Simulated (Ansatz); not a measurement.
# How close CCSD(T) comes to the exact answer in a basis

Each species is computed at the geometry given (Å), with frozen cores, in Ansatz 0.2.0: RHF-CCSD(T) for singlets, UHF-CCSD(T) otherwise, and full CI in the same basis. The program picks the determinant by trial CCSD, so it needn't be the lowest Hartree–Fock solution. States: HSiC Σ⁺ or Δ, [H···H···CH3] A', [Cl···H···H] Σ⁺ or Δ, BS⁺ Σ⁺ or Δ. Cases whose determinant has another symmetry than full CI's state, or whose (Q) step broke down, weren't drawn.

Problem. Judging by size, spin and bonding and the diagnostics given, rank them by the size of CCSD(T)'s error in total energy against full CI in the same basis, smallest first (an estimate).
A. BS⁺, singlet, 6-31G: B 0.000 0.000 0.000; S 0.000 0.000 1.608. T1 0.046, (T) -268 meV in a correlation energy of -4.07 eV
B. [H···H···CH₃], doublet, 6-31G: H -1.878 0.000 0.000; H -0.934 0.000 0.000; C 0.189 0.000 0.000; H 0.189 -1.080 0.000; H 0.189 0.540 0.935; H 0.189 0.540 -0.935. T1 0.011, (T) -52 meV in a correlation energy of -3.46 eV
C. HSiC, doublet, 6-31G: Si 0.000 0.000 0.167; C 0.000 0.000 -1.559; H 0.000 0.000 1.392. T1 0.104, (T) -137 meV in a correlation energy of -3.40 eV
D. [Cl···H···H], doublet, 6-31G: Cl 0.000 0.000 -1.294; H 0.000 0.000 0.275; H 0.000 0.000 1.020. T1 0.010, (T) -13 meV in a correlation energy of -1.66 eV

Solution. D (3.4 meV), B (12.0 meV), A (50.1 meV), C (151.1 meV).

```json
{"species": "[Cl···H···H], doublet", "basis": "6-31G", "correlated electrons": "9", "CCSD(T) − full CI (meV)": "3.4", "CCSDT(Q) − full CI (meV)": "0.0", "unpaired electrons (full CI)": "1.01", "T1": "0.010", "⟨S²⟩ of the determinant": "0.77"}
{"species": "[H···H···CH3], doublet", "basis": "6-31G", "correlated electrons": "9", "CCSD(T) − full CI (meV)": "12.0", "CCSDT(Q) − full CI (meV)": "0.1", "unpaired electrons (full CI)": "1.03", "T1": "0.011", "⟨S²⟩ of the determinant": "0.78"}
{"species": "BS⁺, singlet", "basis": "6-31G", "correlated electrons": "8", "CCSD(T) − full CI (meV)": "50.1", "CCSDT(Q) − full CI (meV)": "-7.0", "unpaired electrons (full CI)": "0.21", "T1": "0.046", "⟨S²⟩ of the determinant": "0.00"}
{"species": "HSiC, doublet", "basis": "6-31G", "correlated electrons": "9", "CCSD(T) − full CI (meV)": "151.1*", "CCSDT(Q) − full CI (meV)": "25.9", "unpaired electrons (full CI)": "1.50", "T1": "0.104", "⟨S²⟩ of the determinant": "2.11"}
```

Unpaired electrons are Σ n²(2−n)² over natural occupations; an open shell counts its own unpaired electrons too. Frozen cores follow each run's orbitals, which moves totals by a few meV. An asterisk marks runs whose energy the program itself flagged as in doubt.
